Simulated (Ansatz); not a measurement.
C2H2O2S (`O=C1SC1O`). Charge 0, multiplicity 1.

Cartesian coordinates in Å:
```
O 0.056 -1.940 0.754
C -0.261 -0.982 0.126
S -0.850 -0.491 -1.438
C -0.284 0.477 0.098
O 0.841 1.236 0.065
H -1.103 1.010 0.568
H 1.601 0.692 -0.173
```

Question: List the harmonic frequencies (cm⁻¹, unscaled) at PBE0-D4/def2-TZVP in Ansatz. (Best estimate.)

Answer: Computed: 203, 313, 368, 440, 545, 655, 763, 923, 997, 1200, 1282, 1415, 1913, 3191, 3821.

Question: Is this a minimum?

Answer: Yes, all 15 modes are real.

Question: Give the ideal-gas thermochemistry at 298.15 K and 1 bar (rigid rotor, harmonic oscillator; point group C1, symmetry number 1).

Answer: Zero-point energy 107.8 kJ/mol; H(298) − E = 123.3 kJ/mol; entropy 302.5 J/(mol·K), of which translation 165.0, rotation 108.9, vibration 28.6; G(298) − E = 33.1 kJ/mol.

Question: Rotational constants (cm⁻¹)?

Answer: 0.1782, 0.149, 0.08797.
